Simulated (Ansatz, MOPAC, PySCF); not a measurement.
System: C2H2F, net charge 0, doublet state. SMILES: C=[C]F
Geometry: optimised at B3LYP-D3(BJ)/def2-TZVP (Ansatz, a first-principles code).

Unscaled harmonic wavenumbers (cm⁻¹) in rising order, each level at the stationary point that it reaches from this structure (no distance between atoms moves by over 0.3 Å); the order of modes can differ between levels, and a negative number is imaginary. B3LYP-D3(BJ)/def2-TZVP (PySCF, at the structure above): 454, 617, 832, 946, 1155, 1397, 1707, 3117, 3244.

PM3 (MOPAC): 408, 527, 873, 918, 1172, 1332, 1937, 3116, 3132. Zero-point energy 19.2 against 19.3 kcal/mol; where all levels lie over 400 cm⁻¹, the wavenumbers are on average 0.982 times those of B3LYP-D3(BJ)/def2-TZVP.

HF/3-21G (Ansatz): 458, 685, 961, 1008, 1218, 1556, 1707, 3317, 3426. Zero-point energy 20.5 against 19.3 kcal/mol; where all levels lie over 400 cm⁻¹, the wavenumbers are on average 1.070 times those of B3LYP-D3(BJ)/def2-TZVP.

HF/6-31G* (Ansatz): 478, 687, 892, 1014, 1223, 1530, 1720, 3332, 3445. Zero-point energy 20.5 against 19.3 kcal/mol; where all levels lie over 400 cm⁻¹, the wavenumbers are on average 1.067 times those of B3LYP-D3(BJ)/def2-TZVP.

B3LYP/6-31G* (Ansatz): 446, 618, 819, 954, 1176, 1420, 1730, 3144, 3266. Zero-point energy 19.4 against 19.3 kcal/mol; where all levels lie over 400 cm⁻¹, the wavenumbers are on average 1.004 times those of B3LYP-D3(BJ)/def2-TZVP.
